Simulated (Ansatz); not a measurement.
# Basis-set limit of CH5B, triplet

```yaml
atoms:
  - { symbol: B, position_ang: [-1.3413, 0.0000, 0.0000] }
  - { symbol: H, position_ang: [-1.9380, 1.0336, 0.0000] }
  - { symbol: H, position_ang: [-1.9380, -1.0336, 0.0000] }
  - { symbol: H, position_ang: [0.0287, 0.0000, 0.0000] }
  - { symbol: C, position_ang: [1.2507, 0.0000, 0.0000] }
  - { symbol: H, position_ang: [1.6652, 0.0000, 0.9962] }
  - { symbol: H, position_ang: [1.6652, 0.0000, -0.9962] }
```

Ansatz 0.2.0, UHF determinant, valence electrons correlated. Energies in eV.

```json
{"set": "def2-TZVPP", "X": "3", "functions": "132", "Hartree–Fock": "-1776.5749", "MP2 correlation": "-6.8843", "CCSD(T) correlation": "-8.1991", "time": "2.9 s on 1 × NVIDIA H100 80GB HBM3 with 1 thread of AMD EPYC 7R13 Processor (Zen 3), with other jobs on the host"}
{"set": "def2-QZVPP", "X": "4", "functions": "264", "Hartree–Fock": "-1776.6696", "MP2 correlation": "-7.3230", "CCSD(T) correlation": "-8.5636", "time": "9.5 s on 1 × NVIDIA H100 80GB HBM3 with 1 thread of AMD EPYC 7R13 Processor (Zen 3), with other jobs on the host"}
```

Hartree–Fock is taken to follow E(X) = E∞ + A·exp(−7.88·√X), correlation E(X) = E∞ + B·X^−2.97.

Cautions: lower spins were not checked.

Task: Work out the CCSD(T) energy at the limit, and how far the shortcut misses it that extrapolates MP2 and adds CCSD(T) minus MP2 from the smaller set.

Result: Hartree–Fock: E∞ = E4 + 0.1377·(E4 − E3) = -1776.6827. Correlation: E∞ = E4 + 0.7407·(E4 − E3) = -8.8335 for CCSD(T) and -7.6480 for MP2. The limit is -1785.5162 eV, 0.283 eV below def2-QZVPP. The shortcut gives a correlation energy of -7.6480 + (-1.3148) = -8.9628, 129 meV lower than the direct value.
